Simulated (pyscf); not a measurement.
This saddle point was located with ωB97X-D3(BJ)/def2-SVP in PySCF.

```xyz
8

F     -0.9091     0.9881    -0.0333
Si     0.5815     0.7082    -1.0911
F      1.5837     0.9102     0.2054
Si    -0.8546    -0.7004     0.8322
H      0.1361    -0.8244    -0.5795
H      0.1422    -1.6634     1.3960
H     -1.9875    -1.3939     0.1735
H     -1.3045     0.0535     2.0379
```

Surface: singlet, charge 0. Lowest wavenumbers (cm⁻¹): 353i, 77, 244, 286, 412.

Q: Name the species on either side of this saddle.

A: F–Si:–F (SMILES F[Si]F) [singlet] + SiH₄ (SMILES [SiH4]) ⇌ F–SiH₃ (SMILES F[SiH3]) + F–SiH: (SMILES F[SiH]) [singlet], a four-centre exchange read from left to right: F–Si, H–Si broken and F–Si, H–Si formed. At CCSD(T)/def2-TZVPP + ΔMP2(QZVPP) it lies +1.21 eV from the left side and +0.32 eV from the right (each side as separated species at their lowest minima found). On the product side the descent ends in an adduct with a F–Si contact, 0.32 eV under the separated species and 0.40 eV under the saddle at ωB97X-D3(BJ)/def2-TZVP. What is counted as broken (F–Si) persists as a longer contact in the product adduct; parting that adduct is a step of its own. At ωB97X-D3(BJ)/def2-TZVP the barrier from the zero used here is 1.00 eV. One saddle was located; it need not be the lowest between these sides. The CCSD(T) − MP2 part came from Ansatz, without density fitting, on the same reference.
